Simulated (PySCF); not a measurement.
## Silicon: a sound run and one with changed settings

Sound run: Si [Ne] 3s2 3p2, Si⁺ [Ne] 3s2 3p1. All numbers are calculated (PySCF 2.14, the non-relativistic Hamiltonian (point nucleus), in cc-pV(D+d)Z). In the sound run the correlated levels freeze [Ne]. The sound run starts from symmetry-adapted Hartree-Fock orbitals and uses a fine grid where one is needed.

A second run was set up differently.

```csv
species,method,sound run (hartree),changed run (hartree),converged
Si,MP2,-288.89571,-288.85482,yes
Si,CCSD(T),-288.91643,-288.85714,yes
```

Ionisation energy of Si:

```csv
method,sound run (eV),changed run (eV)
UHF,7.641,7.641
MP2,7.921,7.766
SCS-MP2,7.848,7.683
CCSD,7.942,7.829
CCSD(T),7.953,7.829
CCSDT,n/a,7.829
FCI,n/a,7.829
```

Q: What was changed?
A. a valence shell is frozen
B. minimal basis
C. basis contracted for another Hamiltonian
D. too few SCF iterations

A: A. Freezing a valence shell removes pair correlation that changes on ionisation.
